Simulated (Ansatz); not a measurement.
[CH₃···H···N], quartet: transfer scan

Starting geometry:

```xyz
6

C    -1.1285    0.0000    0.0000
H    -1.4917    1.0273    0.0000
H    -1.4917   -0.5137    0.8897
H    -1.4917   -0.5137   -0.8897
H    -0.0389    0.0000    0.0000
N     1.2925    0.0000    0.0000
```

From there H5 is moved from one fragment to the other while all else, the fragments' distance too, stays fixed; atoms are numbered as listed. Energies are in kcal/mol, counted from the starting geometry at the same level.

Basis cc-pVDZ; Ansatz 0.2.0. Correlated methods freeze the noble-gas cores. Prefix R: restricted or restricted open-shell reference; prefix U: unrestricted.

Full CI isn't at hand for all of this; UCCSDT(Q) serves as the reference, and is uncertain by about the last step of the cluster series. The frozen core follows each run's orbitals, which can shift R against U totals by a few meV.

```
distance C1-H5 (Å)   RHF
             1.013  -2.8
             1.090   0.0
             1.131   3.7
             1.173   8.3
             1.214  13.3
             1.256  18.2
             1.298  22.2
             1.339  24.5
             1.381  26.0
```

Estimate the UCCSDT(Q) curve in cc-pVDZ from this one, knowing how RHF errs.

The computed UCCSDT(Q) values, in kcal/mol from the starting point, and the error of RHF against them:
```tsv
distance C1-H5 (Å)	UCCSDT(Q)	RHF less UCCSDT(Q)
1.013	0.6	-3.4
1.090	0.0	0.0
1.131	1.5	2.1
1.173	3.9	4.4
1.214	6.5	6.7
1.256	9.4	8.8
1.298	12.3	9.8
1.339	15.2	9.3
1.381	18.5	7.5
```

The error spans 13.2 kcal/mol and is largest, 9.8 kcal/mol, at 1.298 Å.
